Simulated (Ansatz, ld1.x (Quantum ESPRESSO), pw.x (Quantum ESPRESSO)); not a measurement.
## Equation-of-state test of one PAW potential (nitrogen (N))

ld1.x (Quantum ESPRESSO) 7.5 input, shortened:

```
&input
   title='N', zed=7., rel=1, dft='PBESOL', iswitch=3,
   config='[He] 2s2 2p2'
 /
 &inputp
   pseudotype=3, lpaw=.true., tm=.true., lloc=-1, rcloc=0.90,
   nlcc=.true., rcore=0.85,
   which_augfun='GAUSS', rmatch_augfun=0.45
 /
4
2S  1  0   2.00   0.00  0.65  0.90  0.0
2S  1  0   0.00   0.50  0.65  0.90  0.0
2P  2  1   2.00   0.00  1.40  1.95  0.0
2P  2  1   0.00  -0.55  1.40  1.95  0.0
 &test
   configts(1)='2s2 2p2'
 /
```

Crystal test: diamond N in pw.x 7.5, no spin, 11³ k-points, Fermi–Dirac smearing 0.01 Ry, cutoffs 60/480 Ry. The lattice is a test structure that the element need not adopt, and mesh and smearing are coarse. Spin polarisation is left out.

pw.x input:

```
&control
  calculation='scf', prefix='x', pseudo_dir='./', outdir='./tmp', tstress=.true., disk_io='low'
/
&system
  ibrav=0, nat=2, ntyp=1, ecutwfc=60, ecutrho=480, nbnd=12,
  occupations='smearing', smearing='fd', degauss=0.01
/
&electrons
  conv_thr=1e-09, mixing_beta=0.4, electron_maxstep=70
/
ATOMIC_SPECIES
N 1.0 N.UPF
CELL_PARAMETERS angstrom
  0.00000000 2.06752768 2.06752768
  2.06752768 0.00000000 2.06752768
  2.06752768 2.06752768 0.00000000
ATOMIC_POSITIONS crystal
N 0.0000 0.0000 0.0000
N 0.2500 0.2500 0.2500
K_POINTS automatic
11 11 11 0 0 0
```

```bash
pw.x < N.scf.in > N.scf.out
```

How does the run end?

It converges; the pressure is -3.66 GPa against -1.12 GPa from all-electron LAPW. The largest radius (1.95 bohr) exceeds half the bond length (1.69 bohr), so the spheres overlap, which is one possible source of error among others. Atomic configuration tests: test run stopped at test 3 of 7 (negative rho). The log shows:

```
     unit-cell volume          =     119.2836 (a.u.)^3
     number of electrons       =        10.00
     number of Kohn-Sham states=           12
     kinetic-energy cutoff     =      60.0000  Ry
     charge density cutoff     =     480.0000  Ry
     scf convergence threshold =      1.0E-09
     Exchange-correlation= SLA  PW   PSX  PSC
     number of k points=    56  Fermi-Dirac smearing, width (Ry)=  0.0100
     iteration #  1     ecut=    60.00 Ry     beta= 0.40
     total energy              =     -54.91271950 Ry
     estimated scf accuracy    <       0.48772830 Ry
     iteration #  2     ecut=    60.00 Ry     beta= 0.40
     total energy              =     -55.06186989 Ry
     estimated scf accuracy    <       0.04645873 Ry
     iteration #  3     ecut=    60.00 Ry     beta= 0.40
     negative rho (up, down):  3.872E-04 0.000E+00
     total energy              =     -55.05048188 Ry
     estimated scf accuracy    <       0.04601614 Ry
     iteration #  4     ecut=    60.00 Ry     beta= 0.40
     negative rho (up, down):  1.290E-05 0.000E+00
     total energy              =     -55.19031924 Ry
     estimated scf accuracy    <       0.00068701 Ry
     [... 4 iterations left out ...]
     iteration #  9     ecut=    60.00 Ry     beta= 0.40
     total energy              =     -55.21649864 Ry
     estimated scf accuracy    <       0.00000266 Ry
     iteration # 10     ecut=    60.00 Ry     beta= 0.40
     total energy              =     -55.21654376 Ry
     estimated scf accuracy    <       0.00000002 Ry
     iteration # 11     ecut=    60.00 Ry     beta= 0.40
     total energy              =     -55.21655766 Ry
     estimated scf accuracy    <       0.00000001 Ry
     iteration # 12     ecut=    60.00 Ry     beta= 0.40
     the Fermi energy is     6.3599 ev
!    total energy              =     -55.21656641 Ry
     estimated scf accuracy    <          2.8E-10 Ry
     smearing contrib. (-TS)   =      -0.00409682 Ry
     convergence has been achieved in  12 iterations
          total   stress  (Ry/bohr**3)                   (kbar)     P=      -36.57
```
